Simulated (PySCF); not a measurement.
**Atomic charges by several schemes**

Compound: 2,2,2-trifluoroethanethiol, C₂H₃F₃S.
Cartesian coordinates in Å at the GFN2-xTB, dihedral held level; atoms count from 1:
```xyz
9
C2H3F3S angstrom
F     -0.4858    1.3910   -0.8094
C     -0.8224    0.4170    0.0534
F     -0.9873    1.0093    1.2387
F     -2.0282   -0.0242   -0.3281
C      0.2184   -0.7023    0.0522
S      1.0074   -0.9804    1.6703
H      0.9808   -0.4763   -0.6941
H     -0.2740   -1.6410   -0.2014
H      1.5602    0.2266    1.7814
```

Density: PBE0/pcSseg-1 (PySCF); schemes: Mulliken, IAO, Hirshfeld and ESP-fitted. The geometry is a constrained GFN2-xTB structure with the dihedral F1–C2–C5–S6 held at 120°, isolated molecule; it need not be a minimum.

Problem. Atoms with like bonding are taken together and averaged. For which atoms does the sign change between the 4 schemes (beyond +0.03 e in one, beyond −0.03 e in another)?

Solution. For none.

Problem. Which atoms carry the lowest charge in the Mulliken, IAO, Hirshfeld and ESP-fitted schemes?

Solution. The schemes don't all agree: Mulliken C5 (-0.438); IAO C5 (-0.401); Hirshfeld F1/F3/F4 (-0.096); ESP-fitted C5 (-0.466).

Problem. At which atom do the 4 schemes differ most?

Solution. At C2: from +0.259 (Hirshfeld) to +0.804 e (IAO), 0.545 e apart.

Problem. Give the atomic charges in each scheme.

Solution. In e; atoms taken as equivalent share a row and are averaged (×n: the atom named and its like, n in all):

| atom | environment | Mulliken | IAO | Hirshfeld | ESP-fitted |
| --- | --- | --- | --- | --- | --- |
| F1/F3/F4 | fluorine of a CF3 group | -0.266 | -0.281 | -0.096 | -0.242 |
| C2 | CF3 carbon | +0.797 | +0.804 | +0.259 | +0.788 |
| C5 | sp3 carbon bound to sulfur | -0.438 | -0.401 | -0.095 | -0.466 |
| S6 | thiol sulfur | -0.085 | -0.031 | -0.044 | -0.243 |
| H7/H8 | methylene hydrogen | +0.189 | +0.186 | +0.057 | +0.210 |
| H9 | S–H hydrogen | +0.146 | +0.098 | +0.055 | +0.226 |

Mean size of the charges over all atoms: ESP-fitted 0.319 e, Mulliken 0.294 e, IAO 0.283 e, Hirshfeld 0.095 e. Each set sums to the total charge, 0, to within 0.001 e. The Hirshfeld scheme weights the molecular density at each point by an atom's share of the summed free-atom densities.

Some averages cover members that differ in this geometry: H7/H8, ESP-fitted +0.162 to +0.258 e.

Problem. Sum the charges by element, for elements with more than one atom.

Solution. 
```
element  atoms  Mulliken     IAO  Hirshfeld  ESP-fitted
      F      3    -0.799  -0.844     -0.289      -0.725
      C      2    +0.360  +0.404     +0.164      +0.322
      H      3    +0.524  +0.471     +0.168      +0.647
```

Problem. How closely do the schemes follow one another over all atoms?

Solution. Correlation coefficient and root-mean-square difference: Mulliken with IAO 1.00, 0.029 e; Mulliken with Hirshfeld 0.99, 0.245 e; IAO with Hirshfeld 0.99, 0.243 e; Mulliken with ESP-fitted 0.98, 0.066 e; Hirshfeld with ESP-fitted 0.98, 0.259 e; IAO with ESP-fitted 0.97, 0.092 e.

Problem. How many electrons does the Hirshfeld scheme count on F1?

Solution. Its own charge is -0.102 e, so Z − q = 9.102.

These values come from a run that also computed NMR shieldings. The run took 11 s of wall time (with the writing of density and orbital grids) on Arm Neoverse V2, one thread, no GPU, shared host with 32 logical CPUs at a one-minute load of 21, and the process peaked at 0.61 GiB of memory.
